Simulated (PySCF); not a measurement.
System: zinc-blende MgTe (metastable phase). Method: PBE (GTH pseudopotentials, Gaussian basis; PySCF).

The same calculation (at the measured cell, 33.076 Å³/atom) with different numerical settings; throughout: k mesh 2×2×2:

| run | basis | gap on the mesh (eV) | total energy (eV/atom) |
|---|---|---|---|
| 1 | DZ | 2.208 | -972.1588 |
| 2 | TZ | 2.383 | -972.5988 |
| 3 | QZ | 2.409 | -972.6337 |

In the column total energy (eV/atom) the first row differs from the last by +0.4749 and the next to last by +0.0349.

The last row is no converged limit: other settings stay fixed.

Spin–orbit coupling is not included.
